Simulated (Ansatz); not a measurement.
**GeS (Pnma, No. 62): properties by level of theory**

Reference values: equilibrium volume per atom 20.48 Å³/atom (measured, temperature not stated, copied from a table, unchecked, no zero-point or thermal correction; as tabulated in Acta Crystallographica B 34, 1322 (1978)).

```tsv
level (code)	equilibrium volume per atom (Å³/atom)	formation enthalpy (eV/atom)
LDA (Ansatz)	18.96	-0.322
PBE (Ansatz)	22.03	-0.269
PBEsol (Ansatz)	19.58	(withheld)
```

Q: What belongs in the gaps?

A: 
- PBEsol (Ansatz, a program for electronic structure), formation enthalpy (eV/atom): -0.309

Ansatz's density-functional and Hartree–Fock values are scalar-relativistic unless marked +SOC, with PAW data made under PBE.
